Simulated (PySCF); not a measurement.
Gas-phase reaction: N₂ + 4 H₂SiNH → 2 SiH₂(NH₂)₂ + 2 SiN

Computed with PySCF (xtb for GFN2) and rigid-rotor harmonic-oscillator thermochemistry at 1 bar. † marks an energy on the PBE0/def2-TZVP geometry and frequencies; other levels use their own. 6-31G* has spherical d functions here. Open shells (unrestricted): SiN (multiplicity 2); the rest are closed-shell singlets. GFN2 has no spin-polarisation term. B3LYP is the form with VWN-RPA correlation. No R ln 2 is added for the mirror-image form of SiH₂(NH₂)₂. H₂SiNH, SiH₂(NH₂)₂: computed as isolated molecules; such fragments, hydroxides, amides, oligomers or adducts are transient or little studied in the gas. The harmonic model lacks anharmonicity and excited electronic states, which grow with temperature; levels with a mode under 35 cm⁻¹ are left out. Internal rotation in SiH₂(NH₂)₂ is treated as a harmonic vibration of one conformer, which makes the entropy rough.

| level | ΔE electronic, kJ | ΔH°(298 K), kJ | ΔS°(298 K), J/K | ΔG°(600 K), kJ |
|---|---|---|---|---|
| B3LYP/6-31G* | -32 | 19 | -164 | 117 |
| B3LYP/def2-TZVP† | -33 | 18 | -162 | 114 |
| BLYP/def2-TZVP† | -8 | 43 | -162 | 140 |
| GFN2-xTB | 137 | 186 | -171 | 289 |
| M06-2X/def2-TZVP† | -73 | -22 | -162 | 75 |
| PBE0/def2-QZVP† | -73 | -22 | -162 | 74 |
| PBE0/def2-TZVP | -63 | -12 | -162 | 84 |
| r2SCAN/def2-TZVP† | -62 | -11 | -162 | 85 |
| LDA/def2-TZVP† | -89 | -38 | -162 | 58 |
| ωB97M-V/def2-TZVP† | -46 | 5 | -162 | 102 |
| ωB97X-V/def2-TZVP† | -34 | 17 | -162 | 114 |
ΔH° is lowest at LDA/def2-TZVP† and highest at GFN2-xTB. No reference value is set beside these.
